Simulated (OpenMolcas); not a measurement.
**BCl (SMILES [B]Cl): the vertical energy of the triplet above the singlet, rung by rung**

BCl has 2 atoms, charge 0, and is taken as a singlet. SMILES: `[B]Cl`. The shape is that of a PBE0-D4/def2-TZVP optimisation.

```xyz
2

B     0.0000    0.0000   -0.0697
Cl    0.0000    0.0000    1.6482
```

Each level gives the vertical energy of the triplet above the singlet (eV). The values are calculated.

| level | kind | program | value (eV) | CPU time (all runs) |
| --- | --- | --- | --- | --- |
| HF/STO-3G | Hartree–Fock | OpenMolcas | 1.09 | 3.4 s |
| SVWN5/STO-3G | LDA | OpenMolcas | 2.19 | 7.5 s |
| B3LYP/STO-3G | global hybrid | OpenMolcas | 2.18 | 7.8 s |
| M06-2X/STO-3G | hybrid meta-GGA | OpenMolcas | 2.30 | 12 s |
| CASPT2(2,2)/STO-3G | multireference | OpenMolcas | ? | 3.3 s |
| CASSCF(2,2)/STO-3G | multireference | OpenMolcas | ? | 3.3 s |
| MRCI(2,2)/STO-3G | multireference | OpenMolcas | 2.10 | 3.5 s |
| FCI/STO-3G, open shells restricted | exact in the basis | OpenMolcas | 2.13 | 3.9 s |

Question: Estimate the missing values from the other rows.

Answer: As computed at these levels: CASPT2(2,2)/STO-3G: 1.95 eV; CASSCF(2,2)/STO-3G: 1.68 eV. The values span 1.09 to 2.30 eV. All rows use very small basis sets, so even the best lies far from the true value. CPU times are rough (shared hosts, several kinds of processor): they show what a rung costs within a factor of a few.
